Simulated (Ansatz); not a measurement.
A made-up structure of H2S3, closed shell:

```csv
atom,x (Å),y (Å),z (Å)
S1,-1.5810,-0.7356,0.1120
S2,-0.3641,0.7755,0.7594
S3,1.5526,0.0626,0.7993
H4,-1.5146,-0.4869,-1.2106
H5,0.6975,0.2388,1.4186
```

It is relaxed with PBE-D4/def2-SVP and then PBE0-D4/def2-TZVP (Ansatz 0.2.0). Atoms count as bonded within 1.22 times the sum of their covalent radii (H–H: 0.88 Å). The end point is not checked to be a true minimum.

Q: Does its bonding change? (Judge from chemistry; the calculation decides.)

A: Computed: Yes. Formed: none; broken: S2–H5.

Where it ends: The first stage lowers the energy by 4.98 eV in 10 steps. It ends as H₂S₃ ([SH][S][SH]):
| atom | x (Å) | y (Å) | z (Å) |
| --- | --- | --- | --- |
| S1 | -1.7522 | -0.6147 | -0.0010 |
| S2 | -0.5287 | 0.9639 | 0.4427 |
| S3 | 1.3612 | 0.2352 | 0.7308 |
| H4 | -1.5462 | -0.6562 | -1.3315 |
| H5 | 1.2564 | -0.0738 | 2.0377 |

Labels in which every atom is bracketed show which atoms are joined, not bond orders.

For scale, one of the runs: PBE0-D4/def2-TZVP relaxation, 123 basis functions, launched by `ansatz run in.yaml --threads 2 --pin off --events-out ev --progress --plain --max-ram 4352MiB`. The run took about 14 s on 2 CPU threads of an Arm Neoverse V2 (shared host).
